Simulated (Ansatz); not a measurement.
**BH5Si: active-space calculation in Python**

Wanted for BH5Si: an active-space calculation.

All numbers are computed with Ansatz 0.2.0, driven from Python. The levels of theory stand in the script.

**1. Starting point**

Bond lengths: B1–Si2 1.981 Å, B1–H3 1.234 Å, B1–H4 1.172 Å, Si2–H5 1.481 Å, Si2–H6 1.478 Å, Si2–H7 1.501 Å. Angles: B1–Si2–H5 110.1°, B1–Si2–H6 110.7°, B1–Si2–H7 107.7°, H5–Si2–H6 109.8°, H5–Si2–H7 109.4°, H6–Si2–H7 109.0°, Si2–B1–H3 114.6°, Si2–B1–H4 118.5°, H3–B1–H4 126.9°.

The script holds or builds the structure itself.

**2. The code**

Input file run_cas.py:

```python
import ansatz as az


def main() -> None:
    molecule = (
        az.Crystal.molecule()
        .atom("B", (-0.0282, -1.1807, 0.2088))
        .atom("Si", (0.0362, 0.7676, -0.1422))
        .atom("H", (-1.1661, -1.6533, 0.2763))
        .atom("H", (0.9831, -1.7658, 0.3061))
        .atom("H", (-0.6221, 1.0752, -1.4332))
        .atom("H", (-0.622, 1.5178, 0.9479))
        .atom("H", (1.4803, 1.1712, -0.2095))
    )

    base = (
        molecule.calculation()
        .basis(gaussian="6-31G*")
        .scf(lower_state_search="standard")
        .correlation(active_electrons=2, active_orbitals=3)
    )
    for method in [None, "sc_nevpt2"]:
        r = (base if method is None else base.correlation(method)).run(threads=1, pin="off").report
        space = r["configurations"]
        state = space["states"][0]
        print(method or "casscf", f"total {r['free_energy_ev'] / 27.211386246:.6f} Ha, active-space state {state['energy']['hartree']:.6f} Ha, mean field {r['reference_energy_ev'] / 27.211386246:.6f} Ha")
        print("  determinants", state["n_determinants"], " natural occupations", [round(n, 3) for n in space["natural_occupations"]])


if __name__ == "__main__":
    main()
```

**3. The input behind the calls**

The package turns the script's settings into the engine's input (first run):

```yaml
crystal:
  periodic: [false, false, false]
  atoms:
    - { symbol: B, position_ang: [-0.0282, -1.1807, 0.2088] }
    - { symbol: Si, position_ang: [0.0362, 0.7676, -0.1422] }
    - { symbol: H, position_ang: [-1.1661, -1.6533, 0.2763] }
    - { symbol: H, position_ang: [0.9831, -1.7658, 0.3061] }
    - { symbol: H, position_ang: [-0.6221, 1.0752, -1.4332] }
    - { symbol: H, position_ang: [-0.622, 1.5178, 0.9479] }
    - { symbol: H, position_ang: [1.4803, 1.1712, -0.2095] }
basis:
  gaussian:
    orbitals: "6-31G*"
correlation:
  active_space:
    window:
      electrons: 2
      orbitals: 3
scf:
  lower_state_search: standard
```

**4. Launch**

Started as:

```
$ python run_cas.py
```

Output:

```text
casscf total -316.476824 Ha, active-space state -316.476824 Ha, mean field -316.457377 Ha
  determinants 9  natural occupations [1.977, 0.017, 0.006]
sc_nevpt2 total -316.610627 Ha, active-space state -316.476820 Ha, mean field -316.457377 Ha
  determinants 9  natural occupations [1.977, 0.017, 0.006]
```

Wall time 2.4 s (1 thread of Arm Neoverse V1, shared host); peak memory 0.15 GiB.

**5. What changed from run to run**

The engine's inputs for the other runs:

Run 2, against run 1:

```diff
@@ -14,0 +15 @@
+  method: sc_nevpt2
```

**6. The engine's runs**

The 2 runs, in the order started:

```tsv
run	method	energy (eV)	SCF cycles	CPU time (s)
1	not set	-8611.7731	10	0.84
2	sc_nevpt2	-8615.4141	10	1.1
```

**7. Summary of results**

| quantity | value |
| --- | --- |
| natural occupations | 1.977, 0.017, 0.006 |
| runs compared | 2 |

**Reading.** The natural occupations stay near whole numbers, so one determinant describes the state well. Both runs converged. The geometry is a force-field or estimated start, not a minimum of this method, and the basis set is short of its limit. The active space starts as a window about the frontier orbitals and is then optimised, not chosen by chemistry.
